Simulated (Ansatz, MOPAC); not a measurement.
Reaction (SMILES): O=C(C)OC -> CC([O])=O + [CH3] (CH3) (the C-O bond breaks)

Wanted: bond dissociation energy (enthalpy at 298 K), in kcal/mol. Terms: LANL2DZ all-electron up to Ne; no dispersion term unless named; open shells spin-unrestricted; no spin-orbit coupling; non-relativistic. Ab initio and DFT rows: single points at B3LYP-D3(BJ) geometries (Ansatz, a first-principles code), with unscaled harmonic terms from B3LYP/6-31G* (Ansatz) at its own minima. Semi-empirical rows: MOPAC heats of formation at their own minima for 298 K.

| species | coefficient | E at B3LYP/LANL2DZ (Ansatz), Eh | E at PBE/def2-TZVPD (Ansatz), Eh | H(298 K) - E, kcal/mol | heat of formation at PM3 (MOPAC), kcal/mol |
|---|---|---|---|---|---|
| COC(C)=O | -1 | -268.34527 | -268.18437 | 61.11 | -94.16 |
| CC([O])=O | +1 | -228.36371 | -228.25529 | 33.02 | -49.55 |
| [CH3] (CH3) | +1 | -39.83729 | -39.78820 | 21.26 | 27.95 |

 1 Eh = 627.5095 kcal/mol.

Problem. Compute it at each level from the table.

Solution. 
- B3LYP/LANL2DZ: the sum of coefficient times E is 0.14427 Eh, or 90.53 kcal/mol; the thermal terms add -6.83. Result: 83.7 kcal/mol.
- PBE/def2-TZVPD: the sum of coefficient times E is 0.14088 Eh, or 88.40 kcal/mol; the thermal terms add -6.83. Result: 81.6 kcal/mol.
- PM3: the sum of coefficient times heat of formation is 72.56 kcal/mol; it needs no thermal term.
